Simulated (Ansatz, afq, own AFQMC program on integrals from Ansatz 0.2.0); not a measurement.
## HS, doublet: AFQMC among the cluster methods

```xyz
2

S    -0.5276    2.6077    1.1772
H     0.7833    2.9174    1.0416
```

Basis def2-SVP. Noble-gas cores (and the filled d shells of Ga–Kr and In–Xe) are frozen. Ansatz 0.2.0 and our own AFQMC program on the same integrals; the CISD trial comes from CCSD amplitudes, and released means the phaseless constraint is let go. Free projection: walkers drawn from exp(T), propagated without any constraint. Its projection time is finite, and what remains of the start isn't in its error. Error bars are statistical, one sigma.

Determinant: UHF, the one that the program's search chose, which needn't be the lowest solution. The geometry is a PBE0/def2-SVP stationary point of this or a neighbouring charge and spin state.

Full CI is exact in this basis; its frozen core comes from its own orbitals, which moves totals by up to a few meV.

Cautions: full CI with its own frozen core.

The T1 diagnostic is 0.0081 and the weight of the determinant in the CISD state is 0.939. The ⟨S²⟩ of the determinant is 0.758 and the size of the correlated space is 7 electrons in 18 orbitals.

Reference: full CI, correlation energy -3.650 eV. The released energy is read at 1.00 1/Eh, later times being too noisy (meV from the phaseless value at times in 1/Eh: -1.3 ± 0.8 at 0.24, -1.8 ± 0.6 at 0.50, -3.7 ± 0.7 at 1.00, 5 ± 7 at 1.50). CCSDTQ lies 0.3 meV below full CI, in part by the other frozen core, which shifts every row alike, so rows that close can't be ranked against it.

```csv
level,E − E(reference) (kJ/mol),share of correlation (%)
HF,352.2,0.00
MP2,62.8,82.18
CCSD,7.1,97.98
CCSD(T),1.4,99.62
CCSDT,0.3,99.91
CCSDT(Q),0.0,100.00
CCSDTQ,0.0,100.01
ph-AFQMC/HF,4.3 ± 1.3,98.77
ph-AFQMC/CISD,0.3 ± 0.09,99.91
released AFQMC,0.0 ± 0.07,100.01
free AFQMC,-0.1 ± 0.08,100.04
```

CCSDT and higher add their correlation energy to the determinant of the CCSD(T) run, since their own runs factorise the integrals more tightly (a shift of under 2 meV). Free projections are given only where their last times agree within the noise and don't stop above the reference; a slow remainder of the start can still hide under it. A walk keeps the symmetry of its determinant, which the program's search chose and which needn't be the lowest solution, so a lower state of the same spin and another symmetry isn't excluded. Released energies are given only where the last usable release times agree within the noise; a slower fall can still hide under it.
